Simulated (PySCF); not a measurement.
## Frontier orbitals and the lowest excitations

Compound: diphosphine, P₂H₄.
Structure used (GFN2-xTB), in Å, numbered top down from 1:
```xyz
6
P2H4 angstrom
P      0.4965    0.9028   -0.3164
P     -0.4959   -0.9050    0.3046
H      1.3556    0.9210    0.7831
H      1.4362    0.2320   -1.0998
H     -1.3624   -0.9176   -0.7895
H     -1.4269   -0.2311    1.0964
```

Method: TDDFT wB97X-D/def2-SVPD, vertical, gas phase, core orbitals frozen in the response (PySCF).

Frontier orbitals with the atoms that hold most of them (Löwdin shares over 4%, at most four atoms; ? is withheld):

| orbital | ε (eV) | atoms |
| --- | --- | --- |
| LUMO+2 | 2.34 | P2 37%, P1 37%, H5 7%, H6 7% |
| LUMO+1 | 1.99 | P2 32%, P1 32%, H6 9%, H3 9% |
| LUMO | ? | P2 40%, P1 40%, H5 5%, H6 5% |
| HOMO | -8.58 | ? |
| HOMO-1 | -11.27 | ? |
| HOMO-2 | -11.68 | P1 35%, P2 35%, H4 8%, H5 8% |
| HOMO-3 | -12.19 | P1 25%, P2 25%, H5 12%, H4 12% |

Task: Which atoms hold the HOMO-1, and with what shares?

Result: P2 (bonded to P and 2 H) 40%; P1 (bonded to P and 2 H) 39%; H6 (bonded to P) 5%; H3 (bonded to P) 5%. By element: phosphorus 79%, hydrogen 11% or more.

Task: Which atoms hold the HOMO, and with what shares?

Result: P1 (bonded to P and 2 H) 42%; P2 (bonded to P and 2 H) 42%; H4 (bonded to P) 4%; H5 (bonded to P) 4%. By element: phosphorus 84%, hydrogen 8% or more.

Task: What is the LUMO energy, and the HOMO–LUMO gap?

Result: ε(LUMO) = 1.80 eV; the gap is 10.38 eV (0.3815 hartree).

Task: How does S1 compare with the orbital gap of 10.38 eV?

Result: S1 is at 6.01 eV (f = 0.231), 4.37 eV below the gap, made of HOMO→LUMO (95%). 

Task: Give energy, strength and leading configuration of S1, S2 and S8, and follow the Löwdin shares of the leading atoms from the occupied to the empty orbital.

Result: 
- S1 (6.01 eV, f 0.231), HOMO→LUMO (95%): P1 42% → 40%, P2 42% → 40%
- S2 (6.02 eV, f 0.0010), HOMO→LUMO+1 (98%): P1 42% → 32%, P2 42% → 32%
- S8 (8.69 eV, f 0.150), HOMO-1→LUMO+1 (74%): P2 40% → 32%, P1 39% → 32%

Löwdin shares depend on the basis, the more so with diffuse functions.

Hardware: Arm Neoverse V2, one thread, no GPU, shared host. Cost: 2.9 s of wall time.

One conformer stands for the species.
